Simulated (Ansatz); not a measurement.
# CH₂S+ (doublet): from Hartree-Fock to the top rungs, def2-QZVPP

An exercise on one series of results from a longer session: the logs are not shown, and one member is left open.

Computed with Ansatz 0.2.0, Gaussian basis. Level: def2-QZVPP, core rule «outside noble gas», up to 6 orbitals frozen.

The runs, in order: UHF; ROHF; CCSD(T) on UHF.

2 further runs of the same task are left out: 2 set aside as unsound or not needed.

**The geometry**

The geometry is a PBE0/def2-TZVP stationary point (not a proven minimum) of the parent state, kept for this charge and spin.

4 atoms, charge 1, spin multiplicity 2.

Atoms are counted from 1 here; the program's logs count them from 0.

Bond lengths: C1–S2 1.599 Å, C1–H3 1.090 Å, C1–H4 1.090 Å. Angles: S2–C1–H3 122.2°, S2–C1–H4 122.2°, H3–C1–H4 115.6°.

As a file:

```xyz
4
CH2S
C     0.0000    0.0000    1.0872
S     0.0000    0.0000   -0.5121
H     0.0000   -0.9230    1.6679
H     0.0000    0.9230    1.6679
```

Set-up of the first run:

File in.yaml:

```yaml
crystal:
  periodic: [false, false, false]
  atoms:
    - {symbol: C, position_ang: [0.000000, 0.000000, 1.087180]}
    - {symbol: S, position_ang: [0.000000, 0.000000, -0.512087]}
    - {symbol: H, position_ang: [0.000000, -0.922950, 1.667891]}
    - {symbol: H, position_ang: [0.000000, 0.922950, 1.667891]}
basis:
  gaussian: {orbitals: "def2-QZVPP.json"}
total_charge: 1
magnetization: {spin_polarized: true, initial_magnetization: 1}
hamiltonian: {xc: hf}
output: {orbitals: {seedname: orbitals}}
```

Launch:

```
> ansatz run in.yaml --threads 1 --pin off --events-out ev --progress --plain --max-ram 2393MiB
```

Steps of the session up to this table: UHF; ROHF; CCSD(T) on UHF.

One table of the session follows, with a row left open; its other results are not shown here.

It belongs to the step «Misses and costs». 

| method | from UCCSD(T) (meV) |
| --- | --- |
| ROHF | +9821.8 |
| UHF | +9570.3 |
| UMP2 | +1404.1 |
| UCCSD | ? |
| UCCSD(T) | 0 |

Q: Estimate the row for UCCSD from the others.

**Answer.** from UCCSD(T) (meV): +463.7. In the column «from UCCSD(T) (meV)» it lies between UCCSD(T) (0) and UMP2 (+1404.1).
